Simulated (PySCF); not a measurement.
## Beryllium: a sound run and one with changed settings

Sound run: Be [He] 2s2, Be+ [He] 2s1. Computed with PySCF 2.14 in x2c-SVPall (3s2p, 9 functions), with the spin-free X2C one-electron Hamiltonian (Gaussian nucleus). In the sound run the correlated levels freeze 1s2. The sound run starts from symmetry-adapted Hartree-Fock orbitals and uses a fine grid where one is needed.

A second run was set up differently.

```csv
species,method,sound run (hartree),changed run (hartree),converged
Be,UHF,-14.55620,-14.55620,yes
Be,MN15,-14.63819,-14.63819,yes
Be,BP86,-14.64410,-14.64410,yes
Be,MP2,-14.57823,-14.56639,yes
Be,CCSD(T),-14.60039,-14.60039,yes
Be+,UHF,-14.26333,-14.26333,yes
Be+,MN15,-14.31216,-14.31216,yes
Be+,BP86,-14.31065,-14.31065,yes
```

Ionisation energy of Be:

| method | sound run (eV) | changed run (eV) |
| --- | --- | --- |
| UHF | 7.970 | 7.970 |
| MN15 | 8.872 | 8.872 |
| BP86 | 9.074 | 9.074 |
| MP2 | 8.569 | 8.247 |
| SCS-MP2 | 8.689 | 8.302 |
| CCSD | 9.172 | 9.172 |
| CCSD(T) | 9.172 | 9.172 |
| CCSDT | 9.172 | 9.172 |
| FCI | 9.172 | 9.172 |

(1) What was changed?
A. level shift left on
B. radial grid too coarse
C. a valence shell is frozen
D. too few SCF iterations

## Answers

(1) A. It used initial guess 1e, at most 50 SCF cycles, level shift 0.5 hartree. A level shift leaves the converged SCF energy unchanged but raises the virtual orbital energies, which shrinks MP2 if it is not removed.
